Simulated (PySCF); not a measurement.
Gas-phase reaction: 2 BH3 + C3H8 = 2 BH + 3 CH4

Energies from PySCF (xtb for GFN2), thermal terms from the rigid-rotor harmonic-oscillator model, ideal gas at 1 bar. Table values come from the NASA 1993 polynomials. † marks an energy on the PBE0/def2-TZVP geometry and frequencies; other levels use their own. MP2 and CCSD(T) freeze the core. 6-31G* has spherical d functions here. All species are closed-shell singlets. B3LYP is the form with VWN-RPA correlation. MP2 isn't extrapolated to the basis-set limit; its ΔH°(298 K) is 623.2 kJ in def2-SVP and 609.8 kJ in def2-TZVPP. CCSD(T) isn't extrapolated to the basis-set limit; its ΔH°(298 K) is 558.9 kJ in def2-SVP and 548.9 kJ in def2-TZVPP. The harmonic model lacks anharmonicity and excited electronic states, which grow with temperature; levels with a mode under 35 cm⁻¹ are left out. Internal rotation in C3H8 is treated as a harmonic vibration of one conformer, which makes the entropy rough. The table's entry may be an old estimate for BH3, BH (not checked at source).

| level | ΔH°(298 K), kJ | minus table | ΔG°(600 K), kJ |
|---|---|---|---|
| table | 552.8 | - | 397.5 |
| B3LYP/def2-TZVP† | 583.4 | 30.6 | 427.9 |
| BLYP/def2-TZVP† | 561.2 | 8.4 | 405.7 |
| CCSD(T)/def2-SVP† | 558.9 | 6.1 | 403.4 |
| GFN2-xTB | 852.8 | 300.0 | 699.5 |
| HF/6-31G* | 564.3 | 11.5 | 407.5 |
| M06-2X/def2-TZVP† | 603.0 | 50.2 | 447.5 |
| MP2/def2-SVP† | 623.2 | 70.4 | 467.7 |
| PBE0/def2-SVP† | 642.8 | 90.0 | 487.3 |
| PBE0/def2-TZVP | 621.8 | 69.0 | 466.3 |
